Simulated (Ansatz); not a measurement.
# BH3O: the cost of one run

All numbers below are computed with Ansatz 0.2.0 (RHF/def2-TZVP).

## (1) Starting point

Bond lengths: B1–O2 1.610 Å, O2–H3 1.010 Å, B1–H5 1.190 Å. Angles: B1–O2–H3 75.9°, O2–B1–H5 155.0°.

Structure file:

```xyz
5

B     0.0000    0.0000    0.0000
O     0.9238    0.0000    1.3186
H     0.0143   -0.2814    1.6557
H     1.3899    0.0000    0.0173
H    -1.0305    0.0000   -0.5950
```

## (2) Pulling towards end A

Springs on the bonds that form and break draw the guess towards this end; the thresholds are loose.

Contents of input.yaml:

```yaml
crystal:
  periodic: [false, false, false]
  atoms:
    - { symbol: B, position_ang: [0.0, 0.0, 0.0] }
    - { symbol: O, position_ang: [0.9238, 0.0, 1.3186] }
    - { symbol: H, position_ang: [0.0143, -0.2814, 1.6557] }
    - { symbol: H, position_ang: [1.3899, 0.0, 0.0173] }
    - { symbol: H, position_ang: [-1.0305, 0.0, -0.595] }
basis:
  gaussian: { orbitals: def2-TZVP }
hamiltonian:
  xc: hf
relax:
  f_tol: 0.15
  max_steps: 25
  restrain:
    - { distance: [1, 3], at: 2.21, k: 30.0 }
    - { distance: [0, 1], at: 1.41, k: 30.0 }
    - { distance: [0, 3], at: 1.19, k: 30.0 }
```

On the command line:

```bash
$ ansatz run input.yaml --threads 1 --pin off --max-ram 2048MiB --backend cpu --events-out ev --progress --plain --runs-dir out
```

Q: Estimate wall time and peak memory on 1 thread of Intel Xeon Platinum 8488C (Sapphire Rapids), shared host.

About 3.1 s, with a peak of 0.12 GiB.
